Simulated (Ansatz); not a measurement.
`C#CCCCO` and `C#CCCCC` differ in one atom or group.

Ansatz, PBE0-D4/def2-TZVP geometries, multiplicity 1. Each molecule was computed in one conformer, which needn't be the lowest.

| property | `C#CCCCO` |
| --- | --- |
| HOMO–LUMO gap (ωB97M-V/def2-TZVPP) / eV | 12.26 |
| LUMO energy (ωB97M-V/def2-TZVPP) / eV | 2.27 |
| HOMO–LUMO gap (PBE0/def2-TZVPP) / eV | 8.40 |
| size of the dipole moment (ωB97M-V/def2-TZVPP) / D | 1.99 |
| HOMO energy (PBE/def2-TZVPP) / eV | -6.20 |
| HOMO–LUMO gap (PBE/def2-TZVPP) / eV | 6.02 |

Problem. What does the change do to each property? (An estimate is asked.)

Solution. Ansatz gave: 
| property | `C#CCCCC` | shift |
| --- | --- | --- |
| HOMO–LUMO gap (ωB97M-V/def2-TZVPP) / eV | 12.42 | 0.16 |
| LUMO energy (ωB97M-V/def2-TZVPP) / eV | 2.52 | 0.25 |
| HOMO–LUMO gap (PBE0/def2-TZVPP) / eV | 8.56 | 0.16 |
| size of the dipole moment (ωB97M-V/def2-TZVPP) / D | 0.74 | -1.25 |
| HOMO energy (PBE/def2-TZVPP) / eV | -6.40 | -0.20 |
| HOMO–LUMO gap (PBE/def2-TZVPP) / eV | 6.42 | 0.40 |

With PBE0 the HOMO rises by 0.06 eV and the LUMO rises by 0.22 eV, so the gap widens by about 0.16 eV. PBE moves the HOMO by -0.20 eV and ωB97M-V by 0.07 eV. The zero-point energy changes by 61.0 kJ/mol with +6 modes. Dipoles are sizes alone; their direction can turn.

Positive LUMOs are unbound, so they and the gaps depend on the basis.
